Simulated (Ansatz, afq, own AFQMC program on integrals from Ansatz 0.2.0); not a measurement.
# H2O + S, triplet in cc-pVTZ along one coordinate

```xyz
4

O    -0.8431   -0.2316    0.0000
H    -1.0924    0.6949    0.0000
H     0.1165   -0.2316    0.0000
S     1.8189   -0.2316    0.0000
```

A hydrogen atom is moved from one rigid fragment to the other; the O1–H3 distance tells how far. The two fragments are held close together, so this isn't a minimum-energy path and the start is a compressed complex. Energies in kcal/mol count from this geometry (0.960 Å) at the same level; the start stands on UHF, each point on the determinant named.

Basis cc-pVTZ. Noble-gas cores (and the filled d shells of Ga–Kr and In–Xe) are frozen. AFQMC by an in-house program on the Cholesky factors that Ansatz 0.2.0 writes for its CCSD(T) run. The CISD trial takes its coefficients from CCSD amplitudes. Released means that phaseless walkers are propagated on without the constraint, phases kept. ± is one standard error of the sampling.

Cautions, each for one point or more: lower spins were not checked; the ph-AFQMC/CISD walk drifts between its halves; unrestricted determinant slightly spin contaminated.

```
r(O1–H3) / Å  det.     T1  weight  ⟨S²⟩  CCSD(T)  ph-AFQMC/CISD  released AFQMC  B3LYP   PBE
       1.052   UHF  0.019    0.87  2.03      4.9      4.7 ± 0.2               –    2.8   1.0
       1.098   UHF  0.020    0.86  2.04      8.9      9.1 ± 0.2      8.3 ± 0.4*    5.7   3.1
       1.144   UHF  0.022    0.86  2.05     13.1     13.0 ± 0.2      12.5 ± 0.4    8.8   5.7
       1.190   UHF  0.027    0.85  2.06     17.2     17.0 ± 0.2               –   11.9   8.6
       1.282   UHF  0.030    0.85  2.04     23.9     23.6 ± 0.2               –   17.8  14.9
```

Weight is that of the determinant in the CISD state; at the start T1 is 0.019 and the weight 0.87, and ⟨S²⟩ is 2.02. An asterisk marks released energies that aren't shown to be converged. A dash marks a missing value, a released energy that hasn't settled or a functional that sits on another state. Largest departures from phaseless AFQMC with a CISD trial: CCSD(T) 0.3 kcal/mol at 1.282 (on UHF) (within the noise), B3LYP -5.8 kcal/mol at 1.282, PBE -8.7 kcal/mol at 1.282. The walk's constraint bias lies outside its error bars, so these are departures and not errors. Functionals count only at points shown to share the start's state and spin.

Some points may be missing: those where a free walk finds a much lower state, and past Zn most of those on another determinant than at the start.

A walk keeps the symmetry of its determinant, which the program's search chose and which needn't be the lowest solution, so a lower state of the same spin and another symmetry isn't excluded.
